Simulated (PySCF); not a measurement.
Job file and geometry (Å, from PBE0-D3(BJ)/def2-SVP) of an NMR shielding run on Al3H9, GIAO PBE0/pcSseg-1 Al:pcSseg-2 NMR shielding, non-relativistic, gas phase (PySCF); density fitting, a coarse starting grid and PySCF grid level 2 are the driver's defaults:

```
$ OMP_NUM_THREADS=1 python probes_run.py task.json out

{"job": {"kind": "nmr", "xc": "PBE0", "basis": {"default": "pcSseg-1", "Al": "pcSseg-2"}}, "charge": 0, "multiplicity": 1}
Al    -0.659403     0.951362    -0.898609
H     -1.443885     1.965882    -1.803958
H     -0.830016     1.188175     0.877488
H      0.982668     1.391588    -0.375548
Al     0.764667     0.483567     1.175613
H      1.518692    -0.762723     0.162884
H      1.581197     1.006473     2.410226
H     -0.278074    -0.963917     1.441381
Al    -0.075475    -1.457237    -0.262914
H     -0.106857    -2.992427    -0.589381
H     -1.573940    -0.529725    -0.411279
H      0.235886    -0.363768    -1.674923
```

Question: What does the program print?

Answer: 
```
coarse grid: 10456 points
cycle   1  E = -732.2770228695  dE = -1.005e-01  |g| = 2.100e-01  |ddm| = 2.877e+00
cycle   2  E = -732.2852004534  dE = -8.178e-03  |g| = 1.069e-01  |ddm| = 3.443e-01
cycle   3  E = -732.2861302120  dE = -9.298e-04  |g| = 9.795e-03  |ddm| = 5.689e-02
cycle   4  E = -732.2861487252  dE = -1.851e-05  |g| = 3.773e-03  |ddm| = 1.326e-02
cycle   5  E = -732.2861531776  dE = -4.452e-06  |g| = 7.606e-04  |ddm| = 6.100e-03
final grid: 84024 points
cycle   6  E = -732.3009741444  dE = -2.464e-05  |g| = 1.692e-03  |ddm| = 1.739e-02
cycle   7  E = -732.3009743124  dE = -1.680e-07  |g| = 7.543e-04  |ddm| = 1.220e-03
cycle   8  E = -732.3009743527  dE = -4.036e-08  |g| = 7.951e-05  |ddm| = 4.103e-04
cycle   9  E = -732.3009743538  dE = -1.090e-09  |g| = 3.045e-05  |ddm| = 1.156e-04
cycle  10  E = -732.3009743541  dE = -2.985e-10  |g| = 2.533e-06  |ddm| = 4.159e-05
converged SCF energy = -732.3009743541

GIAO shielding tensors (ppm)
atom      isotropic    diamagn.    paramagn.     s11        s22        s33       span
  0 Al     539.414     794.241    -254.827    444.463    560.318    613.460    168.997
  1 H       26.514      27.802      -1.288     23.820     25.321     30.401      6.581
  2 H       25.995      30.418      -4.422     23.089     24.717     30.181      7.092
  3 H       26.036      30.243      -4.207     23.030     24.704     30.375      7.345
  4 Al     539.539     794.252    -254.713    445.593    560.297    612.728    167.135
  5 H       25.991      30.403      -4.412     23.099     24.721     30.152      7.053
  6 H       26.513      27.804      -1.290     23.822     25.321     30.397      6.575
  7 H       26.049      30.240      -4.190     23.023     24.719     30.406      7.383
  8 Al     539.460     794.242    -254.782    444.861    560.339    613.180    168.318
  9 H       26.514      27.801      -1.288     23.820     25.322     30.398      6.579
 10 H       26.006      30.352      -4.347     23.058     24.704     30.255      7.197
 11 H       26.015      30.280      -4.265     23.039     24.700     30.307      7.267
```

Size and cost of the density-fitted run: 174 basis functions, 45 s wall time on 1 thread of an Intel Xeon, shared host; peak memory 0.88 GiB.
